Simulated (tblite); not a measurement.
C4H3Cl2 (doublet state).
Atom-mapped SMILES: `[CH2:1][C:2]#[C:3][CH:4]([Cl:5])[Cl:6]` (hydrogens: H7, H8 on C1; H9 on C4)

A start from a force field or distance geometry was refined with GFN2-xTB geometry optimisation, gas phase in tblite 0.8.0. Values at the start:

```json
{"coordinate": "C1–C2", "start": "1.481 Å"}
{"coordinate": "C1–H7", "start": "1.088 Å"}
{"coordinate": "C1–H8", "start": "1.094 Å"}
{"coordinate": "C2≡C3", "start": "1.197 Å"}
{"coordinate": "C3–C4", "start": "1.476 Å"}
{"coordinate": "C4–Cl5", "start": "1.776 Å"}
{"coordinate": "C4–Cl6", "start": "1.785 Å"}
{"coordinate": "C4–H9", "start": "1.103 Å"}
{"coordinate": "C1–C2–C3", "start": "178.6°"}
{"coordinate": "C2–C3–C4", "start": "178.5°"}
{"coordinate": "C3–C4–Cl5", "start": "107.0°"}
{"coordinate": "C3–C4–Cl6", "start": "111.5°"}
{"coordinate": "Cl5–C4–Cl6", "start": "105.2°"}
```

Task: How do these coordinates change at the GFN2-xTB level?

Result: 
```tsv
coordinate	GFN2-xTB (Å or °)	change
C1–C2	1.344	-0.137
C3–C4	1.418	-0.058
C4–Cl6	1.816	+0.031
C2≡C3	1.227	+0.030
C4–Cl5	1.802	+0.026
C1–H8	1.075	-0.019
C1–H7	1.075	-0.013
C4–H9	1.091	-0.012
C3–C4–Cl5	110.8	+3.8
C2–C3–C4	175.2	-3.3
Cl5–C4–Cl6	108.2	+3.0
C3–C4–Cl6	110.0	-1.5
C1–C2–C3	177.3	-1.3
```

The energy falls by 0.659 eV over 71 L-BFGS steps, the largest force on an atom goes from 5.16 to 0.009 eV/Å, and the atoms move by 0.278 Å rms after alignment. The bond that changes most is C1–C2 (ends: carbon bonded to C and 2 H; carbon bonded to 2 C), which shortens by 0.137 Å. Bonds longer at the end by more than 0.005 Å: 3 of 8; shorter: 5. Rotational constants go from 3304, 1346, 1003 to 3111, 1407, 1017 MHz.

The run took 0.47 s wall on one thread, Intel Xeon at 2.70 GHz (x86_64), on a shared host.

Its lowest GFN2-xTB frequency is 7i cm⁻¹, too small to tell a flat minimum from a shallow saddle. 2 starts were optimised and ended at 0.00 and 0.32 kcal/mol (GFN2-xTB); the lowest of these is shown.

These are computed values.
